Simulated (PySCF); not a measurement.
PySCF input:

```python
from pyscf import gto, scf, mp, cc as ccmod

mol = gto.M(
    atom='''
    C     0.15843431   -0.00360145    0.66878908
    Cl   -0.06875929    1.47284799   -0.15074332
    Cl   -0.03583858   -1.47140540   -0.17439705
    H     0.82755792   -0.00291530    1.51465181
    ''',
    basis='cc-pvdz',
    charge=0,
    spin=1,
    verbose=4,
)

mf = scf.UHF(mol)
mf.conv_tol = 1e-10
mf.max_cycle = 100
mf.kernel()
mo, _, stable, _ = mf.stability(return_status=True)
if not stable:
    mf.kernel(mf.make_rdm1(mo, mf.mo_occ))
mp2 = mp.MP2(mf, frozen=11).run()
cc = ccmod.CCSD(mf, frozen=11)
cc.max_cycle = 100
cc.kernel()
et = cc.ccsd_t()
print(f'E(CCSD(T)) = {cc.e_tot + et:.9f}')
```

### Question
Which total energy does the run end on?

### Answer
-957.83532 Eh (CCSD(T)/cc-pVDZ).

It need not be the lowest isomer of its formula.
